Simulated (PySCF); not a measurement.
H₃Si, SMILES [SiH3] (connectivity only; charge and spin as stated), charge +1, multiplicity 1.

The structure is a stationary point at B3LYP-D3(BJ)/def2-TZVPD. The multiplicity is an assumed one; other spin states were not compared. The isomer is the one that the SMILES or the coordinates give; other isomers of the formula were not compared.

Two levels are set side by side: TDA-PBE/def2-TZVPD (PySCF) and TDA-PBE0/def2-TZVPD (PySCF). Vertical, same geometry. The lowest singlet is HOMO−1→LUMO 100 % with PBE and HOMO−1→LUMO 100 % with the other functional; states are paired by order. Differences are taken from unrounded values.

| quantity | TDA-PBE |
|---|---|
| lowest singlet excitation (eV) | 5.29 |
| lowest triplet excitation (TDA) (eV) | 4.59 |
| first bright state (f over 0.05) (eV) | 10.63 |
| its oscillator strength | 0.09 |

### Question
These are the TDA-PBE values. What does TDA-PBE0 give? (The exact figures need the calculation; the answer reports its results.)

### Answer

| quantity | TDA-PBE0 | TDA-PBE minus TDA-PBE0 |
|---|---|---|
| lowest singlet excitation (eV) | 5.63 | -0.34 |
| lowest triplet excitation (TDA) (eV) | 4.87 | -0.27 |
| first bright state (f over 0.05) (eV) | 10.43 | 0.19 |
| its oscillator strength | 0.05 | 0.03 |

A lower first singlet is the usual sign of a functional without exact exchange. Differences between two approximate levels are no errors against the true value.

Rough cost on one machine, each run with all the roots and properties that it gave: TDA-PBE0 against TDA-PBE within a factor of 2.
